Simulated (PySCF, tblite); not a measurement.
Isomers of [C4H8OS]- (charge -1 and doublet state), one GFN2-xTB conformer each. Single-point energies are computed at B3LYP/pcH-1 (PySCF, gas phase, no added dispersion term), electronic only. GFN2-xTB treats the open shell by occupation alone, and not every SCF solution was tested for stability.

```json
{"SMILES": "CCOC[CH][S-]", "GFN2-xTB relative energy (kJ/mol)": "15.1"}
{"SMILES": "CC[C]([S-])OC", "GFN2-xTB relative energy (kJ/mol)": "0.0"}
```

Conformers: `[CH3:1][CH2:2][O:3][CH2:4][CH:5][S-:6]` (charge -1 and doublet state) with C1–C2–O3–C4 167°, C2–O3–C4–C5 -59°, O3–C4–C5–S6 102°; `[CH3:1][CH2:2][C:3]([S-:4])[O:5][CH3:6]` (charge -1 and doublet state) with C1–C2–C3–S4 -142°, C2–C3–O5–C6 -174°.

Task: What does B3LYP/pcH-1 give for the same structures?

Result: 
```csv
SMILES,B3LYP/pcH-1 E (Eh),B3LYP/pcH-1 (kJ/mol),GFN2-xTB (kJ/mol),point group
CCOC[CH][S-],-630.66327,0.0,15.1,C1
CC[C]([S-])OC,-630.66123,5.3,0.0,C1
```

GFN2-xTB puts CC[C]([S-])OC lowest instead. Neighbours under 21 kJ/mol apart (CCOC[CH][S-] and CC[C]([S-])OC) can change places with a better method, another conformer or zero-point energy.

Task: What happens when harmonic zero-point energies from GFN2-xTB frequencies are added?

Result: 
```tsv
SMILES	ZPE (kJ/mol)	electronic (kJ/mol)	with ZPE (kJ/mol)
CCOC[CH][S-]	288.3	0.0	0.0
CC[C]([S-])OC	289.5	5.3	6.5
```

The zero-point energies span 1.2 kJ/mol. The order is unchanged.
